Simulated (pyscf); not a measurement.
Optimised with ωB97X-D3(BJ)/def2-SVP in PySCF. Correlated levels are frozen-core, on RHF or UHF. ΔMP2 is the change of the MP2 total energy from the triple- to the quadruple-zeta basis.

**Question.** What is the homolytic dissociation enthalpy (298 K, CCSD(T)/def2-TZVPP + ΔMP2(QZVPP)) of the C–In bond of `[NH2][CH2][InH2]`, to •H₂C–NH₂ + InH₂•?

**Answer.** C–In to •H₂C–NH₂ + InH₂•: 50.5 kcal/mol. The radicals are drawn with the spin at the cut bond; how far it spreads was not checked. H₂N–CH₂–InH₂ lies 29.1 kcal/mol over its isomer H₃C–InH–NH₂ (electronic energy, ωB97M-D3(BJ)/def2-TZVP). Other isomers of •H₂C–NH₂ were not searched in full and may lie lower. The CCSD(T) − MP2 part came from Ansatz, without density fitting, on the same reference. The frozen core leaves the outer d or s,p core shells of the metals and heavy elements correlated in the MP2 and CC values, and def2-TZVPP describes them poorly, which can shift differences by a few kcal/mol. Elements past Kr carry the def2 core potentials, without spin-orbit coupling.
